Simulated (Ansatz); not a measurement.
**MgSiH2 (singlet): from Hartree-Fock to the top rungs at scale of all distances = 1.000, 6-31G**

How much of the correlation energy of MgSiH2 (singlet) does each wave-function method recover here?

Computed with Ansatz 0.2.0, Gaussian basis. Level: 6-31G, core rule «outside noble gas», up to 10 orbitals frozen.

The runs, in order: UHF; CCSD(T) on RHF; CCSD(T) on UHF; BCCD(T) on RHF; CISD; CCSDT(Q) on RHF; CCSDT(Q) on UHF; CCSDTQ on RHF; CASSCF and MRCISD+Q, 2 electrons in 2 orbitals; CASSCF and NEVPT2, 2 electrons in 2 orbitals; Full CI.

20 further runs of the same task are left out: 8 for a known fault of the program, 9 that didn't finish, 3 set aside as unsound or not needed.

**1. The system**

The geometry derives from a PBE0/def2-TZVP stationary point (not a proven minimum). All distances are scaled together.

4 atoms, charge 0, spin multiplicity 1.

Atoms are counted from 1 here; the program's logs count them from 0.

Bond lengths: Si1–Mg2 2.671 Å, Si1–H3 1.535 Å, Mg2–H4 1.719 Å. Angles: Mg2–Si1–H3 87.6°, Si1–Mg2–H4 177.9°.

**2. UHF**

in.yaml reads:

```yaml
crystal:
  periodic: [false, false, false]
  atoms:
    - {symbol: Si, position_ang: [0.000000, -0.075803, 1.273678]}
    - {symbol: Mg, position_ang: [0.000000, 0.025974, -1.395274]}
    - {symbol: H, position_ang: [0.000000, 1.458820, 1.268777]}
    - {symbol: H, position_ang: [0.000000, 0.027056, -3.113889]}
basis:
  gaussian: {orbitals: 6-31G}
magnetization: {spin_polarized: true, initial_magnetization: 0}
hamiltonian: {xc: hf}
output: {orbitals: {seedname: orbitals}}
```

Command:

```
ansatz run in.yaml --threads 1 --pin off --events-out ev --progress --plain --max-ram 2393MiB
```

After this run come: CCSD(T) on RHF; CCSD(T) on UHF; BCCD(T) on RHF; CISD; CCSDT(Q) on RHF; CCSDT(Q) on UHF; CCSDTQ on RHF; CASSCF and MRCISD+Q, 2 electrons in 2 orbitals; CASSCF and NEVPT2, 2 electrons in 2 orbitals; Full CI.

Before running them: what should the planned runs give, taken together? Wanted: FCI below the RHF energy; RMP2 from FCI; UMP2 from FCI; RCCSD from FCI; RCCSD(T) from FCI; UCCSD(T) from FCI; RCCSDT(Q) from FCI; UCCSDT(Q) from FCI; NEVPT2 pair from FCI.

The runs gave:

| quantity | value |
| --- | --- |
| FCI below the RHF energy | -2.3387 eV |
| RMP2 from FCI | +752.3 meV |
| UMP2 from FCI | +708.4 meV |
| RCCSD from FCI | +58.5 meV |
| RCCSD(T) from FCI | +20.7 meV |
| UCCSD(T) from FCI | +20.2 meV |
| RCCSDT(Q) from FCI | +1.5 meV |
| UCCSDT(Q) from FCI | +1.0 meV |
| NEVPT2 pair from FCI | +657.2 meV |
| MRCISD+Q pair from FCI | -6.9 meV |
| levels within 1 kcal/mol (43 meV) | RCCSD(T), UCCSD(T), BCCD(T), RCCSDT, UCCSDT, RCCSDT(Q), UCCSDT(Q), RCCSDTQ, MRCISD+Q pair |
| T1 diagnostic | 0.018 |
| effectively unpaired electrons | 0.09 |

**Reading.** RCCSD(T) misses by +20.7 meV, 0.9 % of the correlation energy. MRCISD+Q pair falls below full CI: the +Q correction isn't variational, and the cores differ from full CI's. One determinant dominates. Of the multireference levels listed MRCISD+Q pair comes nearest in total energy (-6.9 meV), which doesn't show that its space is the better one. These misses are within one basis, not against nature.
